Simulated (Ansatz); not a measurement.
Basis-set extrapolation for C₃H₄S (`C#CCS`) (PBE0-D4/def2-TZVP geometry, frozen core, Ansatz). Multiplicity 1, RHF reference.

|  | def2-TZVPP | def2-QZVPP |
| --- | --- | --- |
| HF | -513.446015 | -513.462330 |
| MP2 correlation | -0.649152 | -0.695096 |
| CCSD(T) correlation | -0.716828 | not run |

Energies in hartree. Use E(X) = E(∞) + A·exp(−7.88·√X) for Hartree–Fock and E(X) = E(∞) + B·X^(−2.97) for correlation, with X = 3 and 4, and add CCSD(T) minus MP2 of the smaller set to the MP2 limit.

Question: What is the CCSD(T) energy at the basis-set limit?

Answer: HF limit: -513.462330 + (-0.016315) × 0.13774 = -513.46458. MP2 limit: -0.695096 + (-0.045944) × 0.74074 = -0.72913. Higher-order term: -0.716828 − (-0.649152) = -0.06768. Total: -514.26139 hartree, 61.8 kcal/mol below CCSD(T)/def2-TZVPP.
